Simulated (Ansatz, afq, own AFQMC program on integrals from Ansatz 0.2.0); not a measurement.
## Where AFQMC and coupled cluster stand for SiHBr, triplet

```xyz
3

Br    0.0000    0.0000   -1.7867
H     0.0000    0.0000   -0.0427
Si    0.0000    0.0000    1.8293
```

Connectivity, by distances: Br ··· Si, 1 bridging H.

Basis cc-pVTZ. Only valence electrons are correlated. Integrals, coupled cluster, full CI and functionals: Ansatz 0.2.0; the random walks run on the same integrals in our own AFQMC program. The CISD trial takes its coefficients from CCSD amplitudes. Released means that phaseless walkers are propagated on without the constraint, phases kept. Error bars are statistical, one sigma. No spin–orbit coupling.

Determinant: UHF, the one that the program's search chose, which needn't be the lowest solution. The geometry is a point of a scan.

No full CI on the walks' own integrals is used here; CCSDT(Q) serves as the reference and is uncertain by about the last step of the cluster series.

Cautions: no relativity below Rb; no spin-orbit coupling; inner d shell frozen; lower spins were not checked; unrestricted determinant slightly spin contaminated (⟨S²⟩ 2.05 against 2.00); the ph-AFQMC/HF walk drifts between its halves (3.0 errors).

- T1 diagnostic: 0.0169
- weight of the determinant in the CISD state: 0.852
- ⟨S²⟩ of the determinant: 2.054
- size of the correlated space: 12 electrons in 72 orbitals

| level | correlation energy (eV) |
| --- | --- |
| MP2 | -6.5187 |
| CCSD | -7.5241 |
| CCSD(T) | -7.8277 |

(1) Estimate where phaseless AFQMC with a CISD trial lies against CCSD(T) on the same integrals.

(1) 0.85 ± 0.10 kcal/mol below CCSD(T).

Reference: CCSDT(Q), correlation energy -7.883 eV. The released energy is read at 2.40 1/Eh (meV from the phaseless value at times in 1/Eh: 2 ± 4 at 0.24, -13 ± 5 at 0.51, -18 ± 5 at 0.99, -15 ± 4 at 1.62, -16 ± 7 at 2.40).

```json
{"level": "CCSD(T)", "E − E(reference) (kcal/mol)": "1.28", "share of correlation (%)": "99.30"}
{"level": "CCSDT", "E − E(reference) (kcal/mol)": "0.35", "share of correlation (%)": "99.81"}
{"level": "ph-AFQMC/HF", "E − E(reference) (kcal/mol)": "3.05 ± 0.59", "share of correlation (%)": "98.32"}
{"level": "ph-AFQMC/CISD", "E − E(reference) (kcal/mol)": "0.43 ± 0.10", "share of correlation (%)": "99.76"}
{"level": "released AFQMC", "E − E(reference) (kcal/mol)": "0.06 ± 0.15", "share of correlation (%)": "99.97"}
```

A walk keeps the symmetry of its determinant, which the program's search chose and which needn't be the lowest solution, so a lower state of the same spin and another symmetry isn't excluded. Released energies are given only where the last usable release times agree within the noise; a slower fall can still hide under it.
